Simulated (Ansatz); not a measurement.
Input file:

```yaml
crystal:
  periodic: [false, false, false]
  atoms:
    - {symbol: O, position_ang: [0.000000, 0.000000, 0.146067]}
    - {symbol: Be, position_ang: [0.000000, 0.000000, -1.235633]}
    - {symbol: H, position_ang: [0.000000, 0.000000, 1.089567]}
basis:
  gaussian: {orbitals: 6-31G}
total_charge: 1
correlation: {method: fci, electrons: outside_noble_gas}
```

```sh
$ ansatz run in.yaml --threads 1 --pin off --events-out ev --progress --plain --max-ram 2393MiB
```

Log:

```
384 factors; integrals over basis functions are off by at most 1.4e-7 eV
mean field evaluation 1: about -2432.9065 eV, gradient 7.3e1 eV
mean field evaluation 2: about -2432.9138 eV, gradient 7.3e1 eV
mean field evaluation 4: about -2442.8597 eV, gradient 2.6e0 eV
mean field evaluation 8: about -2442.8874 eV, gradient 8.5e-2 eV
mean field -2442.88742937 eV, -89.7744571807 hartree, gradient 3.3e-6 eV, S^2 0.000000; 0 other end points of the search recorded, 0 dependent functions left out
2 core orbitals not correlated: weight in the atoms' cores, before any rotation towards them, 1.000 or more for the frozen orbitals, at most 0.000 for the correlated occupied ones
reference -2442.88742937 eV, -89.7744571807 hartree; 4, 4 occupied and 14, 14 virtual orbitals, 384 factors
state -2446.95051609 eV, -89.9237728636 hartree
Total energy: -2446.95051609 eV, -89.9237728636 hartree
```

Natural occupations: 1.9846 1.9712 1.9618 1.9618 0.0337 0.0337 0.0224 0.0195 0.0033 0.0033 0.0032 0.0005 0.0004 0.0002 0.0002 0.0002 0.0000 0.0000.

Ran on 1 thread of Arm Neoverse V2, shared host: 8 s wall, 0.27 GiB peak host memory.
